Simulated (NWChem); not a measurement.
Program: NWChem. System: hydrogen isocyanide (CHN), charge 0, spin multiplicity 1, at a geometry optimised with PBE/def2-SVP. Level: EOM-CCSD/aug-cc-pVDZ, 2 core orbitals frozen.

Job file:

```
start mol
memory heap 100 mb stack 700 mb global 1900 mb
geometry units angstroms nocenter noautoz
  C      0.000000     0.000000     0.748997
  N      0.000000     0.000000    -0.435186
  H      0.000000     0.000000    -1.447679
  symmetry group C2v
end
basis spherical
  * library aug-cc-pvdz
end
scf
  rhf
  nopen 0
  maxiter 100
  thresh 1e-7
  semidirect memsize 60000000 filesize 0
end
tce
  freeze core 2
  ccsd
  nroots 1
  2eorb
  2emet 13
  thresh 1e-5
  maxiter 200
  tilesize 24
end
task tce energy
```

Part of the output:

```
             Northwest Computational Chemistry Package (NWChem) 7.3.0
             --------------------------------------------------------

                                NWChem Input Module
                                -------------------

 Scaling coordinates for geometry "geometry" by  1.889725989
 (inverse scale =  0.529177249)

 Turning off AUTOSYM since
 SYMMETRY directive was detected!

                             Geometry "geometry" -> ""
                             -------------------------

 Output coordinates in angstroms (scale by  1.889725989 to convert to a.u.)

  No.       Tag          Charge          X              Y              Z
 ---- ---------------- ---------- -------------- -------------- --------------
    1 C                    6.0000     0.00000000     0.00000000     0.74899700
    2 N                    7.0000     0.00000000     0.00000000    -0.43518600
    3 H                    1.0000     0.00000000     0.00000000    -1.44767900

 Effective nuclear repulsion energy (a.u.)      23.8725185715

            Nuclear Dipole moment (a.u.)
            ----------------------------
        X                 Y               Z
 ---------------- ---------------- ----------------
     0.0000000000     0.0000000000     0.0000018897

      Symmetry information
      --------------------

 Group name             C2v
 Group number             16
 Group order               4
 No. of unique centers     3

      Symmetry unique atoms

     1    2    3


 Summary of "ao basis" -> "" (spherical)
 ------------------------------------------------------------------------------
       Tag                 Description            Shells   Functions and Types
 ---------------- ------------------------------  ------  ---------------------
 *                        aug-cc-pvdz                 on all atoms

 Summary of "ao basis" -> "ao basis" (spherical)
 ------------------------------------------------------------------------------
       Tag                 Description            Shells   Functions and Types
 ---------------- ------------------------------  ------  ---------------------
[...]
 Excited state root  1
 Excitation energy / hartree =        0.303363310862177
                   / eV      =        8.254939214078133
 largest EOMCCSD amplitudes: R1 and R2

 Singles contributions
    10b1  (alpha) ---     7a1  (alpha)       -0.6126204485
    14b1  (alpha) ---     7a1  (alpha)        0.4902533366
    17b1  (alpha) ---     7a1  (alpha)       -0.4649125833

 Doubles contributions

 =========================================
 Excited-state calculation ( b2  symmetry)
 =========================================
 Dim. of EOMCC iter. space      500

 EOMCCSD SOLVER TYPE  1
  maxdiff =   0.54502880547699151

 No. of initial right vectors    1

 EOM-CCSD right-hand side iterations
 --------------------------------------------------------------
      Residuum       Omega / hartree  Omega / eV    Cpu    Wall
 --------------------------------------------------------------

 Iteration   1 using    1 trial vectors
   0.4705585214806   0.4770429956012   12.98101     0.5     0.5

 Iteration   2 using    2 trial vectors
   0.1028413429199   0.3874623890217   10.54339     0.3     0.3

 Iteration   3 using    3 trial vectors
   0.0801251539450   0.3760751715575   10.23353     0.3     0.3

 Iteration   4 using    4 trial vectors
   0.0569270008274   0.3657019201337    9.95126     0.3     0.3

 Iteration   5 using    5 trial vectors
   0.0227427035060   0.3630632723209    9.87946     0.3     0.3

 Iteration   6 using    6 trial vectors
   0.0127365468260   0.3625179855435    9.86462     0.3     0.3

 Iteration   7 using    7 trial vectors
   0.0157603691048   0.3619736296214    9.84981     0.4     0.4

 Iteration   8 using    8 trial vectors
   0.0395898229252   0.3615926152282    9.83944     0.3     0.3

 Iteration   9 using    9 trial vectors
   0.1321418300975   0.3426126598305    9.32297     0.3     0.3

 Iteration  10 using   10 trial vectors
   0.1126861220323   0.3179248419030    8.65118     0.3     0.3

 Iteration  11 using   11 trial vectors
   0.0579996656185   0.3066612957127    8.34468     0.3     0.3

 Iteration  12 using   12 trial vectors
   0.0282831426547   0.3040346880971    8.27321     0.3     0.3

 Iteration  13 using   13 trial vectors
   0.0119047506684   0.3034623340553    8.25763     0.3     0.3

 Iteration  14 using   14 trial vectors
   0.0068113034279   0.3034324806550    8.25682     0.3     0.3

 Iteration  15 using   15 trial vectors
   0.0054772726039   0.3034153844272    8.25636     0.3     0.3

 Iteration  16 using   16 trial vectors
   0.0032413407278   0.3033866476221    8.25557     0.3     0.3

 Iteration  17 using   17 trial vectors
   0.0013555674740   0.3033800381101    8.25539     0.3     0.3

 Iteration  18 using   18 trial vectors
   0.0005472194256   0.3033678904834    8.25506     0.3     0.3

 Iteration  19 using   19 trial vectors
   0.0002447259899   0.3033644794948    8.25497     0.3     0.3

 Iteration  20 using   20 trial vectors
   0.0001401417383   0.3033635129635    8.25494     0.3     0.3

 Iteration  21 using   21 trial vectors
   0.0000649854235   0.3033632266183    8.25494     0.3     0.3

 Iteration  22 using   22 trial vectors
   0.0000237445368   0.3033631989031    8.25494     0.4     0.4

 Iteration  23 using   23 trial vectors
   0.0000089641763   0.3033633108622    8.25494     0.3     0.3
 --------------------------------------------------------------
 Iterations converged
 ------------------

 Excited state root  1
 Excitation energy / hartree =        0.303363310862177
                   / eV      =        8.254939214078126
 largest EOMCCSD amplitudes: R1 and R2

 Singles contributions
     9b2  (alpha) ---     7a1  (alpha)        0.6126204485
    13b2  (alpha) ---     7a1  (alpha)       -0.4902533366
    16b2  (alpha) ---     7a1  (alpha)        0.4649125833

 Doubles contributions

 Task  times  cpu:       34.1s     wall:       34.1s

 Total times  cpu:       34.1s     wall:       34.1s
```
